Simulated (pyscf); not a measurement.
PySCF, gas phase, ωB97X-D3(BJ)/def2-SVP geometries. Correlated levels are frozen-core, on RHF or UHF. ΔMP2 is the change of the MP2 total energy from the triple- to the quadruple-zeta basis.

Q: For the elementary gas-phase step difluorocarbene (F–C:–F) [singlet] + hydrogen chloride (HCl) -> hydrogen fluoride (HF) + F–C:–Cl [singlet] (singlet surface; C–F, Cl–H broken, F–H, C–Cl formed), what barrier and reaction energy does CCSD(T)/def2-TZVPP + ΔMP2(QZVPP) give, measured from the separated reactants?

A: ΔE‡ = 1.70 eV, ΔE = +0.45 eV. Zero-point energy shifts the barrier by 0.00 eV. It is a four-centre exchange, with an imaginary mode of 909i cm⁻¹. This is the saddle that the search found; another between the same sides may lie lower. The CCSD(T) − MP2 part came from Ansatz, without density fitting, on the same reference.
